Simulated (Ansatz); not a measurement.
**SiH4 (singlet): wave-function methods side by side at a displaced geometry (v1), 6-31G**

An exercise on one series of results from a longer session: the logs are not shown, and one member is left open.

The runs use Ansatz 0.2.0, Gaussian basis; 6-31G, core rule «outside noble gas», up to 5 orbitals frozen.

Plan: UHF; CCSD(T) on RHF; BCCD(T) on RHF; CISD; CCSDT(Q) on RHF; CISDTQ; CCSDTQ on RHF; CASSCF and MRCISD+Q, 8 electrons in 8 orbitals; CASSCF and NEVPT2, 8 electrons in 8 orbitals; Full CI.

17 further runs of the same task are left out: 7 that didn't finish, 10 set aside as unsound or not needed.

## The system

The geometry is a PBE0/def2-TZVP stationary point (not a proven minimum) with its atoms shifted at random (size 0.040 Å).

5 atoms, charge 0, spin multiplicity 1.

Atoms are counted from 1 here; the program's logs count them from 0.

Bond lengths: Si1–H2 1.468 Å, Si1–H3 1.401 Å, Si1–H4 1.520 Å, Si1–H5 1.478 Å. Angles: H2–Si1–H3 109.8°, H2–Si1–H4 111.6°, H2–Si1–H5 113.4°, H3–Si1–H4 107.8°, H3–Si1–H5 108.7°, H4–Si1–H5 105.3°.

As a file:

```csv
atom,x (Å),y (Å),z (Å)
Si1,0.00337,-0.00012,0.00516
H2,0.85839,0.84248,0.85084
H3,-0.80905,-0.81138,0.80884
H4,-0.90701,0.83576,-0.87996
H5,0.76377,-0.86345,-0.92342
```

The first run:

The input, in.yaml:

```yaml
crystal:
  periodic: [false, false, false]
  atoms:
    - {symbol: Si, position_ang: [0.003370, -0.000123, 0.005157]}
    - {symbol: H, position_ang: [0.858387, 0.842480, 0.850835]}
    - {symbol: H, position_ang: [-0.809050, -0.811379, 0.808836]}
    - {symbol: H, position_ang: [-0.907006, 0.835765, -0.879955]}
    - {symbol: H, position_ang: [0.763770, -0.863446, -0.923423]}
basis:
  gaussian: {orbitals: 6-31G}
magnetization: {spin_polarized: true, initial_magnetization: 0}
hamiltonian: {xc: hf}
output: {orbitals: {seedname: orbitals}}
```

Run with:

```bash
> ansatz run in.yaml --threads 1 --pin off --events-out ev --progress --plain --max-ram 2393MiB
```

Among the steps run: UHF; CCSD(T) on RHF; BCCD(T) on RHF; CISD; CCSDT(Q) on RHF; CISDTQ; CCSDTQ on RHF; CASSCF and MRCISD+Q, 8 electrons in 8 orbitals; CASSCF and NEVPT2, 8 electrons in 8 orbitals; Full CI.

One table of the session follows, with a row left open; its other results are not shown here.

```
          method  from FCI (meV)
             RHF               ?
            RMP2          +659.6
            CISD          +114.6
           RCCSD           +31.1
        RCCSD(T)            +8.9
         BCCD(T)            +8.8
          RCCSDT            +0.9
          CISDTQ            +2.4
       RCCSDT(Q)            +0.2
         RCCSDTQ             0.0
  CASSCF valence          +596.1
  NEVPT2 valence          +180.2
  MRCISD valence           +18.2
MRCISD+Q valence           +10.4
             FCI               0
```

Q: Estimate the row for RHF from the others.

**Answer.** from FCI (meV): +2320.1. In the column «from FCI (meV)» it is the highest.
